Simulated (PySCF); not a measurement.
formic acid (CH₂O₂), SMILES O=CO.

Geometry optimised at PBE0-D3(BJ)/def2-TZVP. One conformer was computed; it need not be the lowest.

Calculation: r2SCAN/def2-TZVPD (PySCF).

Symmetry labels are those of the subgroup Cs that the program uses (full group Cs).

Question: List the valence orbital energies around the gap with their symmetry. (The exact figures need the calculation; the answer reports its results.)

Answer: 
| orbital | symmetry | energy (eV) |
|---|---|---|
| HOMO−7 | A' | -27.32 |
| HOMO−6 | A' | -17.48 |
| HOMO−5 | A' | -13.47 |
| HOMO−4 | A' | -12.63 |
| HOMO−3 | A" | -11.70 |
| HOMO−2 | A' | -10.38 |
| HOMO−1 | A" | -8.55 |
| HOMO | A' | -7.25 |
| LUMO | A" | -1.13 |
| LUMO+1 | A' | 0.22 |
| LUMO+2 | A' | 1.17 |
| LUMO+3 | A' | 1.87 |
